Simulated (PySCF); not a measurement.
Work out the structure from these simulated measurements.

Elements present: C, H and O. Monoisotopic mass: 87.0452 u (electron mass counted); charge -1.

- Rotational structure: rotational constants A, B, C: 4.908, 3.469, 2.166 GHz [PBE0-D3(BJ)/def2-SVP]
- Couplings: largest of the computed one-bond spin–spin couplings (means over like bonds): 13C–1H +129.5 (×6), 13C–1H +122.0, 13C–13C +43.3, 13C–13C +39.3 (×2), 17O–13C +30.9 (×2) Hz [B3LYP/pcJ-1, spin–dipole term left out]
- 13C NMR: chemical shifts (computed TMS as zero) by class: 172.9 (1 C), 37.2 (1 C), 23.8 (2 C) ppm [GIAO PBE0/pcSseg-1]
- 1H NMR: chemical shifts (computed TMS as zero) by class: 1.34 (1 H), 1.00 (6 H) ppm [GIAO PBE0/pcSseg-1]
- NMR, other nuclei: isotropic shieldings of nuclei other than C and H, by class: 9 (2 O) ppm [GIAO PBE0/pcSseg-1]

Electronic properties: PySCF, gas phase, density fitting. Levels stand in brackets. Isolated species at its PBE0-D3(BJ)/def2-SVP geometry (one conformer only). The geometry's basis has no diffuse functions, a weakness for an anion. No diffuse functions stand in pcJ-1 and pcSseg-1, which bears on an anion's orbital energies. NMR classes are plain means over equivalent atoms (diastereotopic ones count apart unless rotation or inversion swaps them), as if these changed places fast.

Q: Which formula fits the mass and the elements?

A: C4H7O2 (calculated 87.0452). No other formula that holds each of these elements comes within 0.0003 u with a fitting electron parity and a possible valence count.

Q: Give a SMILES that accounts for the data.

A: Numbering: `[CH3:1][CH:2]([CH3:3])[C:4](=[O:5])[O-:6]`. 4 carbons fall into 3 classes; from least to most shielded: carboxylate carbon [C4] (172.9 ppm), sp3 carbon next to a carbonyl [C2] (37.2 ppm), methyl carbon [C1/C3] (23.8 ppm, 2 C). Hydrogen classes from least to most shielded: 1 H on an sp3 carbon next to a carbonyl, C2 (1.34 ppm), 6 H on 2 methyl carbons, C1/C3 (1.00 ppm, a mean of values up to 2.3 ppm apart in this geometry). The other shieldings belong to: 9 ppm, carboxylate oxygen [O5/O6]. The couplings run between: +129.5 Hz, methyl carbon [C1] and its hydrogen (with 5 like pairs); +122.0 Hz, sp3 carbon next to a carbonyl [C2] and its hydrogen; +43.3 Hz, sp3 carbon next to a carbonyl [C2] and carboxylate carbon [C4]; +39.3 Hz, methyl carbon [C1] and sp3 carbon next to a carbonyl [C2] (with 1 like pair); +30.9 Hz, carboxylate oxygen [O5] and carboxylate carbon [C4] (with 1 like pair). By its constants the optimised geometry is an asymmetric top. Structure: 2-methylpropanoate (`CC(C)C(=O)[O-]`). Computed isomers that give other values at the same levels: `CCCC(=O)[O-]` (rotational constant A: 7.032 GHz; this holds for the one conformer computed). The assignments are read from this structure; whether some other isomer fits the data as well wasn't checked.

Conformer computed: `[CH3:1][CH:2]([CH3:3])[C:4](=[O:5])[O-:6]`: C1–C2–C4–O5 -23°.
